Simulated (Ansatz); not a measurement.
**C3H2F2O: a ladder of functionals and wavefunction methods**

Aim: compute C3H2F2O with functionals from several rungs and with coupled cluster, and see how far each lands from CCSD(T) at the basis-set limit for the atomisation energy.

Method: functionals in def2-TZVPP, the program's frozen cores in correlated methods; program: Ansatz 0.2.0, Gaussian basis.

Levels to be run: PBE-D4, r2SCAN-D4, PBE0-D4, B3LYP-D4, ωB97X-V, ωB97M-V, B2PLYP; CCSD(T)/def2-TZVPP; MP2/def2-QZVPP; extrapolation to the limit.

## Step 1: The geometry

The geometry comes from an earlier relaxation with PBE0-D4/def2-TZVP; it is a stationary point, not always the lowest conformer.

SMILES `O=C/C(F)=C/F`, 8 atoms, charge 0, spin multiplicity 1.

Atoms are counted from 1 here; the program's logs count them from 0.

Bond lengths: O1–C2 1.203 Å, C2–C3 1.469 Å, C2–H7 1.109 Å, C3–F4 1.333 Å, C3–C5 1.330 Å, C5–F6 1.317 Å, C5–H8 1.082 Å. Angles: O1–C2–C3 124.3°, O1–C2–H7 122.4°, C3–C2–H7 113.4°, C2–C3–F4 115.5°, C2–C3–C5 122.7°, F4–C3–C5 121.8°, C3–C5–F6 122.5°, C3–C5–H8 121.7°, F6–C5–H8 115.9°.

## Step 2: PBE-D4 (GGA)

Contents of in.yaml:

```yaml
crystal:
  periodic: [false, false, false]
  atoms:
    - {symbol: O, position_ang: [0.397594, -1.475867, 1.291417]}
    - {symbol: C, position_ang: [0.942321, -0.675788, 0.576425]}
    - {symbol: C, position_ang: [0.233875, 0.290855, -0.273602]}
    - {symbol: F, position_ang: [1.011177, 1.097009, -0.996666]}
    - {symbol: C, position_ang: [-1.093037, 0.365393, -0.325887]}
    - {symbol: F, position_ang: [-1.723157, 1.233983, -1.089788]}
    - {symbol: H, position_ang: [2.045974, -0.602667, 0.500435]}
    - {symbol: H, position_ang: [-1.722448, -0.289917, 0.261963]}
basis:
  gaussian: {orbitals: def2-TZVPP}
hamiltonian: {xc: pbe, dispersion: d4}
output: {forces: true, orbitals: {seedname: orbitals}}
```

Started as:

```console
$ ansatz run in.yaml --threads 4 --pin off --events-out ev --progress --plain --max-ram 10444MiB
```

After this run come: r2SCAN-D4 (meta-GGA); PBE0-D4 (hybrid); B3LYP-D4 (hybrid); ωB97X-V (range-separated); ωB97M-V (range-separated); B2PLYP (double hybrid); CCSD(T) in def2-TZVPP; MP2 in def2-QZVPP.

Q: Predict the results of all the runs planned. Wanted: atomisation energy, CCSD(T)/CBS; farthest; mean size of error, hybrid; mean size of error, range-separated; gap, smallest and largest; T1 diagnostic; triples share of the correlation energy.

As calculated:

| quantity | value |
| --- | --- |
| atomisation energy, CCSD(T)/CBS | 834.8 kcal/mol |
| functionals within 4.2 kcal/mol (0.5 %) | B3LYP-D4, ωB97X-V, B2PLYP |
| farthest | PBE-D4 (+49.6 kcal/mol) |
| mean size of error, hybrid | 7.8 kcal/mol |
| mean size of error, range-separated | 5.1 kcal/mol |
| gap, smallest and largest | 3.24 eV (PBE-D4), 10.41 eV (ωB97X-V) |
| T1 diagnostic | 0.0149 |
| triples share of the correlation energy | 3.9 % |

What this shows: PBE-D4 misses by +49.6 kcal/mol, or 7.1 kcal/mol for each of 7 bonds. Double hybrids carry the basis error of their MP2 part in triple zeta, and no dispersion term here, so their miss is partly the set-up's. Misses under about 4.2 kcal/mol are within the doubt on the reference itself, which lacks core-valence correlation, relativity and higher excitations. Hartree-Fock recovers 68 % of the binding; the rest is correlation. Orbital gaps span 3.2 to 10.4 eV; exact exchange widens them. The restricted reference is unstable towards a spin-broken one.
